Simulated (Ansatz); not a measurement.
Input for Ansatz (development build ahead of 0.2.0):

```yaml
crystal:
  periodic: [false, false, false]
  atoms:
    - { symbol: Na, position_ang: [0.00199, -0.02508, -1.51951] }
    - { symbol: Na, position_ang: [0.03304, -0.03711, 1.55711] }
basis:
  gaussian: { orbitals: aug-cc-pVDZ }
hamiltonian:
  xc: hf
```

The input is written out in the form of the current development build from the run's settings.

Results

```json
{
  "Converged": "yes",
  "Total energy": "-323.70466 hartree",
  "Spin squared of the determinant": "0.000"
}
```
